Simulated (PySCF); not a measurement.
Species: 1-chloro-3-methylbutane, C5H11Cl.
Atom-mapped SMILES: `[CH3:1][CH:2]([CH3:3])[CH2:4][CH2:5][Cl:6]` (hydrogens: H7, H8, H9 on C1; H10 on C2; H11, H12, H13 on C3; H14, H15 on C4; H16, H17 on C5)

Computed with PySCF, PBE0-D3(BJ)/def2-SVP geometry optimisation, gas phase.

(1) List the bond lengths, angles and torsions at this level.

## Answers

(1) 
```csv
bond,length (Å),order
"C1–C2, C2–C3",1.524,single
C2–C4,1.530,single
C4–C5,1.514,single
C5–Cl6,1.794,single
C1–H7 and 5 like bonds,1.102,single
C2–H10,1.104,single
"C4–H14, C4–H15",1.105,single
"C5–H16, C5–H17",1.098,single
```

Bonds in one row agree within 0.01 Å and their mean is given. Orders are formal, as drawn. A selection of angles:
```csv
angle,degrees
C2–C1–H7,110.8
H7–C1–H8,107.5
C1–C2–C3,111.4
C1–C2–C4,112.5
C1–C2–H10,107.7
C3–C2–C4,110.1
C4–C2–H10,106.9
C2–C4–C5,116.1
C2–C4–H14,109.2
C5–C4–H14,106.8
C5–C4–H15,108.9
H14–C4–H15,106.3
C4–C5–Cl6,112.4
C4–C5–H16,111.1
Cl6–C5–H16,106.5
H16–C5–H17,108.1
```

Dihedral angles: C1–C2–C4–C5 -55° (synclinal); C2–C4–C5–Cl6 -58° (synclinal). The mirror-image conformer, all signs reversed, is as good.

Of the pairs four or more bonds apart, H9···H17 is among the closest relative to their van der Waals radii: 2.26 Å, 94 % of the sum of Bondi's values.

Point group: C1 (no symmetry element, even within 0.4 Å). Stationary, but not proved a minimum. The numbers are those of one conformer.

On an Arm Neoverse V1 with one thread, shared host with 64 logical CPUs at a one-minute load of 25, this took 69 s of wall time and 0.72 GiB of memory at its peak. That covers the optimisation of the geometry.
